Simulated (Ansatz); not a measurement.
Te3As2 (C2/m, No. 12) was calculated with r²SCAN-D4 (plane waves, PAW; Ansatz, a first-principles code).

Run with plane-wave cutoff 500 eV, 10×10×4 k mesh (along the axes of the cell as run), gaussian smearing 0.02 eV, scalar-relativistic PAW data made under PBE.

Computed at the level's own relaxed cell.

Q: Estimate the equilibrium volume per atom and band gap that the calculation returns.

A: 
equilibrium volume per atom: 29.52 Å³/atom
band gap: 0.56 eV (on the SCF k mesh)

Measured, for comparison: band gap 0.4 eV (4 K, zero-point motion not removed, scanning tunnelling spectroscopy; as tabulated in Electronic band gap of van der Waals α-As2Te3 crystals, HAL hal-03321708).

Spin–orbit coupling is not included; with these elements it can move the gap by several tenths of an eV or more.

Cost on a shared machine: around 30 core-minutes (rough).
